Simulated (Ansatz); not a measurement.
# CHS: the cost of one run

Method: the levels named in each step, in Ansatz 0.2.0.

### 1 The system as given

Bond lengths: C1–S2 1.550 Å, C1–H3 1.050 Å. Angles: S2–C1–H3 180.0°.

Structure file:

```xyz
3

C     0.0000    0.0000   -0.1664
S     0.0000    0.0000    1.3832
H     0.0000    0.0000   -1.2167
```

### 2 A rough first relaxation, PBE-D4/def2-SVP

input.yaml reads:

```yaml
crystal:
  periodic: [false, false, false]
  atoms:
    - { symbol: C, position_ang: [0.0, 0.0, -0.16645] }
    - { symbol: S, position_ang: [0.0, 0.0, 1.38321] }
    - { symbol: H, position_ang: [0.0, 0.0, -1.21675] }
magnetization:
  spin_polarized: true
  initial_magnetization: 1
basis:
  gaussian: { orbitals: def2-SVP }
hamiltonian:
  xc: pbe
  dispersion: d4
relax:
  f_tol: 0.03
  max_steps: 200
```

Command:

```bash
$ ansatz run input.yaml --threads 2 --pin off --max-ram 5120MiB --backend cpu --events-out ev --progress --plain --runs-dir out
```

**Question.** How long does this run take on 2 threads of Arm Neoverse V2, shared host, and how much memory does it need?

About 2.5 s, with a peak of 0.1 GiB.
